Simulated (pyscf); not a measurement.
HB=NH (SMILES B=N) + H₂ (SMILES [H][H]) → H₂B–NH₂ (SMILES BN), an addition across a multiple bond or ene-type step (singlet surface; H–H broken, B–H, H–N formed). Single points on ωB97X-D3(BJ)/def2-SVP structures (PySCF, gas phase). Energies in kcal/mol from the separated reactants.

AM1 to PM7: differences of heats of formation from MOPAC, which are fitted to 298 K values and so differ in kind from electronic energies by zero-point and thermal terms. 

Task: In single points AM1 puts the saddle at 56.1 kcal/mol and the reaction energy at -26.8 kcal/mol. Should these be trusted to within a few kcal/mol? Compare with ωB97M-D3(BJ)/def2-TZVP.

Result: ωB97M-D3(BJ)/def2-TZVP gives ΔE‡ = 39.2 kcal/mol and ΔE = -38.8 kcal/mol. AM1 lies 17.0 kcal/mol over it in the barrier and 12.1 kcal/mol over it in the reaction energy, so on this step it does not hold to within 3.0 kcal/mol. ωB97M-D3(BJ)/def2-TZVP has limits of its own. At the saddle there is also a short B–H contact that neither side keeps. One saddle was located; it need not be the lowest between these sides.
